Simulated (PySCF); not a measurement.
**PO2: g tensor and hyperfine couplings**

Species: PO2 (doublet state).
Atom-mapped SMILES: `[O:1][P:2]=[O:3]`

Method: UKS B3LYP, IGLO-III on O P, non-relativistic, mean-field spin-orbit, GIAO in PySCF 2.14.0. Geometry: PBE0-D3(BJ)/def2-SVP; no solvent, vibrations or thermal averaging.

```json
{
 "g1, g2, g3": "1.99365, 2.00138, 2.00610",
 "g_iso": "2.00037",
 "Form of g": "rhombic: the two nearest values differ by 38 % of g3 − g1",
 "⟨S²⟩": "0.7549 (exact 0.7500)",
 "α and β electrons": "16, 15",
 "Basis functions": "114"
}
```

Isotropic coupling and dipolar principal values T1 to T3, in 10⁻⁴ cm⁻¹; ρ(0) is the spin density at the nucleus (1 × 10⁻⁴ cm⁻¹ = 2.998 MHz):

| atom | isotope | a_iso | of which spin–orbit | T1 | T2 | T3 | Mulliken spin population | ρ(0) (bohr⁻³) |
| --- | --- | --- | --- | --- | --- | --- | --- | --- |
| O1 | 17O | -5.5 | 0.0 | -31.4 | 15.1 | 16.3 | 0.20 | 0.0270 |
| P2 | 31P | 535.2 | -0.8 | -44.2 | -25.4 | 69.6 | 0.59 | 0.8873 |
| O3 | 17O | -5.5 | 0.0 | -31.4 | 15.1 | 16.3 | 0.20 | 0.0270 |

Largest spin populations (Mulliken): P2 (+0.59), O3 (+0.20) and O1 (+0.20). Three atoms exceed +0.15.

The SMILES `[O]P=O` draws the unpaired electron on O1, whose computed spin population is only +0.20.

Axes: g3 is normal to the molecular plane.

Under fast tumbling the dipolar parts average out, and these isotropic splittings remain: 1 × 31P (P2, I = 1/2, 2 lines) with 57.31 mT.

The 17O coupling of O1/O3 (mean -16.5 MHz) shows only in satellite lines or after enrichment, since that isotope makes up about 0.038 % of natural oxygen.
